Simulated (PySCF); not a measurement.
# C3H4F2O: geometry, NMR shifts, spin-spin couplings and electronic excitations

What NMR shifts, spin-spin couplings and electronic excitations should C3H4F2O (`CO/C(F)=C\F`) show?

Computed with PySCF 2.14.0, with density-fitted response routines of our own, on a single molecule in the gas phase. Atoms are numbered from 0 throughout.

### Step 1. Starting geometry

10 atoms, charge 0, multiplicity 1; geometry from: MMFF94s.

Bonds of the start (Å): C0–O1 1.42, O1–C2 1.38, C2–F3 1.35, C2–C4 1.33, C4–F5 1.35, C0–H6 1.09, C0–H7 1.10, C0–H8 1.10, C4–H9 1.08.

### Step 2. Relaxing the molecule at PBE0-D3(BJ)/def2-SVP

Job settings and geometry (Å):

```
{"job": {"xc": "PBE0", "basis": "def2-SVP", "d3": "d3bj", "grid": 1, "kind": "geom"}, "charge": 0, "multiplicity": 1}
C     -1.615825    -0.203981     0.268426
O     -0.287006    -0.710803     0.260585
C      0.610162     0.249632    -0.155840
F      0.188958     1.489589    -0.494005
C      1.912828    -0.014476    -0.236982
F      2.431475    -1.216224     0.076820
H     -2.282228    -1.003633     0.604956
H     -1.710504     0.635248     0.966192
H     -1.925733     0.097317    -0.738215
H      2.677873     0.677331    -0.551939
```

**Question.** This job is followed by: GIAO PBE0/pcSseg-1 NMR shielding, non-relativistic, gas phase; B3LYP/pcJ-1 indirect spin-spin coupling, non-relativistic, gas phase; TDDFT CAM-B3LYP/def2-SVPD, vertical, gas phase, core orbitals frozen in the response; GIAO PBE/pcSseg-2 NMR shielding, non-relativistic, gas phase. What will the session give for the following? point group; rotational constants (main isotopes); 13C shifts against TMS (PBE0/pcSseg-1); 1H shifts against TMS (PBE0/pcSseg-1, means over atoms taken as alike); 17O shifts against H2O (PBE0/pcSseg-1); 19F shifts against CFCl3 (PBE0/pcSseg-1); largest coupling of the table (B3LYP/pcJ-1); lowest singlet (CAM-B3LYP/def2-SVPD); brightest single state of those computed; lowest triplet; vertical ionisation energy (ΔSCF); range of the shift of F3.

The runs gave:

| quantity | value |
| --- | --- |
| point group | C1 |
| rotational constants (main isotopes) | 5.63, 2.77, 1.96 GHz |
| 13C shifts against TMS (PBE0/pcSseg-1) | 163.8, 129.7, 57.1 ppm |
| 1H shifts against TMS (PBE0/pcSseg-1, means over atoms taken as alike) | 6.64, 3.69 ppm |
| 17O shifts against H2O (PBE0/pcSseg-1) | 84.5 ppm |
| 19F shifts against CFCl3 (PBE0/pcSseg-1) | -140.9, -207.9 ppm |
| largest coupling of the table (B3LYP/pcJ-1) | 1J(C,F) C2–F3, -344.2 Hz |
| lowest singlet (CAM-B3LYP/def2-SVPD) | 6.52 eV (190 nm), f = 0.025 |
| brightest single state of those computed | state 3, 7.31 eV, f = 0.360 |
| lowest triplet | 4.29 eV |
| vertical ionisation energy (ΔSCF) | 9.47 eV |
| range of the shift of F3 | -156.4 to -140.9 ppm |

Relaxing lowered the energy by 0.250 eV in 19 steps; the close pair that moved most is O1–C2, from 1.379 to 1.323 Å. The most deshielded carbon is C2 (alkene carbon bearing oxygen), at 163.8 ppm: an sp2 carbon further deshielded by the attached heteroatom. At PBE0/pcSseg-1: Shielding is most anisotropic at F5 (span 146 ppm, paramagnetic term -86 ppm). In the run at B3LYP/pcJ-1, the largest coupling of the table is C2–F3, -344.2 Hz, of which the Fermi-contact term gives -332.8 Hz. Couplings across rotatable bonds belong to this one conformer; where others are populated, the observed values are averages. Density functionals describe couplings to fluorine poorly, F–F couplings above all, so those rows are rough. At CAM-B3LYP/def2-SVPD, the highest states lie near or above the ionisation energy, where they hang on the basis. ΔSCF puts the ionisation energy at 9.47 eV, 1.08 eV above −ε(HOMO). Across the 2 runs the shift of F3 moves most, between -156.4 (PBE/pcSseg-2) and -140.9 ppm (PBE0/pcSseg-1).
